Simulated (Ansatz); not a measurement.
# C₂H₆NPS: up Jacob's ladder to CCSD(T)

How much do the methods differ for C₂H₆NPS? The plan is to run it at one geometry with functionals of several rungs and with coupled cluster. The yardstick is the atomisation energy at the CCSD(T) limit.

Program: Ansatz 0.2.0, Gaussian basis. Level of theory: functionals in def2-TZVPP, the program's frozen cores in correlated methods. These are calculated values, not measurements.

Levels to be run: LDA (SPW92), PBE-D4, revPBE-D4, BLYP-D4, r2SCAN-D4, B97M-V, PBE0-D4, B3LYP-D4, r2SCANh-D4, r2SCAN0-D4, HSE06-D4, BHLYP-D4, CAM-B3LYP-D4, LC-ωPBE, ωB97X-V, ωB97M-V, B2PLYP, PBE-QIDH; CCSD(T)/def2-SVP; CCSD(T)/def2-TZVPP; MP2/def2-QZVPP; extrapolation to the limit; RPA on PBE.

### Step 1. The geometry

An earlier PBE0-D4 in a triple-zeta def2 set relaxation fixed the geometry.

SMILES `CN(P)C=S`, 11 atoms, charge 0, spin multiplicity 1.

Atoms are counted from 1 here; the program's logs count them from 0.

Bond lengths: C1–N2 1.452 Å, C1–H6 1.092 Å, C1–H7 1.088 Å, C1–H8 1.093 Å, N2–P3 1.730 Å, N2–C4 1.349 Å, P3–H9 1.422 Å, P3–H10 1.422 Å, C4–S5 1.630 Å, C4–H11 1.092 Å. Angles: N2–C1–H6 110.1°, N2–C1–H7 109.1°, N2–C1–H8 110.1°, H6–C1–H7 110.0°, H6–C1–H8 107.5°, H7–C1–H8 110.0°, C1–N2–P3 123.0°, C1–N2–C4 119.2°, P3–N2–C4 117.8°, N2–P3–H9 98.2°, N2–P3–H10 98.2°, H9–P3–H10 92.7°, N2–C4–S5 126.3°, N2–C4–H11 112.3°, S5–C4–H11 121.4°.

As a file:

```
atom    x (Å)    y (Å)    z (Å)
  C1  -0.3353   0.9002   0.6649
  N2   0.0146  -0.2026  -0.2129
  P3   1.3782  -1.2304   0.0650
  C4  -0.7492  -0.4496  -1.2968
  S5  -2.0748   0.3823  -1.7523
  H6  -0.3405   1.8384   0.1053
  H7   0.3880   0.9541   1.4757
  H8  -1.3398   0.7538   1.0691
  H9   1.1649  -1.4820   1.4486
 H10   2.3441  -0.2205   0.3300
 H11  -0.3849  -1.3008  -1.8760
```

### Step 2. LDA

This LDA is Slater exchange with PW92 correlation.

in.yaml reads:

```yaml
crystal:
  periodic: [false, false, false]
  atoms:
    - {symbol: C, position_ang: [-0.335332, 0.900169, 0.664883]}
    - {symbol: N, position_ang: [0.014579, -0.202583, -0.212866]}
    - {symbol: P, position_ang: [1.378203, -1.230376, 0.065020]}
    - {symbol: C, position_ang: [-0.749177, -0.449588, -1.296815]}
    - {symbol: S, position_ang: [-2.074810, 0.382330, -1.752323]}
    - {symbol: H, position_ang: [-0.340489, 1.838355, 0.105263]}
    - {symbol: H, position_ang: [0.388025, 0.954076, 1.475725]}
    - {symbol: H, position_ang: [-1.339759, 0.753776, 1.069132]}
    - {symbol: H, position_ang: [1.164858, -1.482012, 1.448627]}
    - {symbol: H, position_ang: [2.344134, -0.220508, 0.329984]}
    - {symbol: H, position_ang: [-0.384930, -1.300841, -1.876029]}
basis:
  gaussian: {orbitals: def2-TZVPP}
hamiltonian: {xc: lda}
output: {orbitals: {seedname: orbitals}}
```

Run with:

```bash
$ ansatz run in.yaml --threads 4 --pin off --events-out ev --progress --plain --max-ram 10444MiB
```

Further steps of the session: PBE-D4 (GGA); revPBE-D4 (GGA); BLYP-D4 (GGA); r2SCAN-D4 (meta-GGA); B97M-V (meta-GGA); B3LYP-D4 (hybrid); r2SCANh-D4 (hybrid); r2SCAN0-D4 (hybrid); HSE06-D4 (hybrid); BHLYP-D4 (hybrid); CAM-B3LYP-D4 (range-separated); LC-ωPBE (range-separated); ωB97X-V (range-separated); ωB97M-V (range-separated); B2PLYP (double hybrid); PBE-QIDH (double hybrid); CCSD(T) in def2-SVP; CCSD(T) in def2-TZVPP; MP2 in def2-QZVPP; RPA on PBE orbitals.

Before running them: what should the planned runs give, taken together? Wanted: atomisation energy, CCSD(T)/CBS; farthest beyond LDA; mean size of error, GGA; mean size of error, meta-GGA; mean size of error, hybrid; mean size of error, range-separated; mean size of error, double hybrid; gap, smallest and largest; T1 diagnostic.

As calculated:

| quantity | value |
| --- | --- |
| atomisation energy, CCSD(T)/CBS | 3878.2 kJ/mol |
| functionals within 19.4 kJ/mol (0.5 %) | r2SCAN-D4, r2SCANh-D4 |
| farthest beyond LDA | PBE-D4 (+136.1 kJ/mol) |
| mean size of error, GGA | 76.2 kJ/mol |
| mean size of error, meta-GGA | 30.0 kJ/mol |
| mean size of error, hybrid | 48.8 kJ/mol |
| mean size of error, range-separated | 38.0 kJ/mol |
| mean size of error, double hybrid | 27.0 kJ/mol |
| gap, smallest and largest | 3.04 eV (LDA (SPW92)), 10.09 eV (LC-ωPBE) |
| T1 diagnostic | 0.0163 |
| triples share of the correlation energy | 4.6 % |

What this shows: The LDA atomisation energy is off by 664.5 kJ/mol (17 %): it overbinds. PBE-D4 is off by +136.1 kJ/mol. Double hybrids carry the basis error of their MP2 part in triple zeta, and no dispersion term here, so their miss is partly the set-up's. By mean error the best rung here is double hybrid (27.0 kJ/mol) and the worst beyond LDA is GGA (76.2 kJ/mol). The gap between the best rungs is small, so their order is not settled. The reference freezes the cores and leaves out relativity and excitations past (T), so misses under about 19.4 kJ/mol can't be ranked. Hartree-Fock recovers 68 % of the binding; the rest is correlation. CCSD(T) in def2-SVP is off by -262.9 kJ/mol, worse than the median functional, from the basis alone. Orbital gaps span 3.0 to 10.1 eV; exact exchange widens them.
